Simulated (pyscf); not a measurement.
Structures and frequencies: ωB97X-D3(BJ)/def2-SVP in PySCF. MP2 and CC: frozen core, UHF for open shells. ΔMP2 is the change of the MP2 total energy from the triple- to the quadruple-zeta basis.

For the elementary gas-phase step Cl–BH–Cl (SMILES ClBCl) + SiH₄ (SMILES [SiH4]) -> H₃Si–Cl (SMILES [SiH3]Cl) + H₂B–Cl (SMILES BCl) (singlet surface; B–Cl, H–Si broken, Cl–Si, B–H formed), what barrier and reaction energy does CCSD(T)/def2-TZVPP + ΔMP2(QZVPP) give, measured from the separated reactants?

ΔE‡ = 19.7 kcal/mol, ΔE = 0.0 kcal/mol. Zero-point energy shifts the barrier by +3.1 kcal/mol. It is a four-centre exchange, with an imaginary mode of 329i cm⁻¹. One saddle was located; it need not be the lowest between these sides. The CCSD(T) − MP2 part came from Ansatz, without density fitting, on the same reference.
